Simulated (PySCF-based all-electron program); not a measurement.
Results of a calculation; reference values are marked as such.
**Forces on BHCl₂, singlet in several shapes**

Method: all-electron DFT (in-house code on PySCF), basis-limit composite values; Koelling–Harmon scalar relativity or the spin-free Dirac equation, no spin–orbit coupling, spin-restricted. Forces are good to about 0.007 eV/Å. In part, the step from PBE was taken on X2C orbitals. Atoms are numbered as listed.

Shape A (Koelling–Harmon scalar relativity):

```xyz
4

B     0.0000    0.0000    0.0000
Cl    1.5164    0.0000    0.8614
Cl   -1.5164    0.0000    0.8614
H     0.0000    0.0000   -1.1930
```

PBE forces:

| atom | Fx | Fy | Fz (eV/Å) |
| --- | --- | --- | --- |
| B1 | 0.000 | 0.000 | 0.003 |
| Cl2 | -0.034 | 0.000 | -0.017 |
| Cl3 | 0.034 | 0.000 | -0.017 |
| H4 | 0.000 | 0.000 | 0.030 |

Problem. What forces does r2SCAN give in shape A?

Solution. The forces move by 0.153 eV/Å (r.m.s. over the atoms) from PBE.

```tsv
atom	Fx	Fy	Fz (eV/Å)
B1	0.000	0.000	-0.054
Cl2	-0.182	0.000	-0.085
Cl3	0.182	0.000	-0.085
H4	0.000	0.000	0.224
```

Shape B (the spin-free Dirac equation):

```csv
atom,x (Å),y (Å),z (Å)
B,0.0063,-0.0006,-0.1814
Cl,1.3509,0.0020,0.7392
Cl,-1.3600,0.0031,0.7463
H,0.0028,-0.0045,-1.3040
```

Against shape A, B1–Cl2 goes from 1.744 to 1.630 Å, B1–Cl3 goes from 1.744 to 1.651 Å, B1–H4 goes from 1.193 to 1.123 Å.

PBE forces:

| atom | Fx | Fy | Fz (eV/Å) |
| --- | --- | --- | --- |
| B1 | -0.575 | -0.002 | -0.603 |
| Cl2 | 4.039 | 0.004 | 1.494 |
| Cl3 | -3.450 | 0.005 | 1.085 |
| H4 | -0.014 | -0.007 | -1.976 |

Problem. What forces does r2SCAN give in shape B?

Solution. The forces move by 0.114 eV/Å (r.m.s. over the atoms) from PBE.

```
atom      Fx      Fy  Fz (eV/Å)
  B1  -0.579  -0.003     -0.612
 Cl2   3.993   0.004      1.409
 Cl3  -3.400   0.005      0.998
  H4  -0.014  -0.006     -1.795
```
